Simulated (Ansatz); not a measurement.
## Run times for CH4FSi (SMILES C[SiH]F)

CH4FSi: 7 atoms, total charge 0, spin state doublet. SMILES: `C[SiH]F`. The shape is that of a PBE0-D4/def2-TZVP optimisation.

```xyz
7

C    -0.6535    0.3895   -0.2980
Si    0.9174   -0.5941   -0.1041
F     0.6407   -1.8128    0.9096
H    -1.4449   -0.2078   -0.7541
H    -0.4702    1.2609   -0.9317
H    -1.0007    0.7383    0.6796
H     2.0113    0.2260    0.4987
```

Program: Ansatz 0.2.0. Hardware: 1 thread of Arm Neoverse V2, shared host, so times are rough. Ansatz fits the integrals of SCF and DFT runs by default. Its times include its search for lower SCF states.

(1) Estimate their order by wall time, quickest first.
A. energy at UHF/aug-cc-pVDZ
B. energy at U-revPBE/aug-cc-pVDZ
C. energy at UHF/STO-3G
D. energy at U-wB97X/aug-cc-pVDZ

## Answers

(1) C (0.18 s), A (5.4 s), B (14 s), D (59 s).
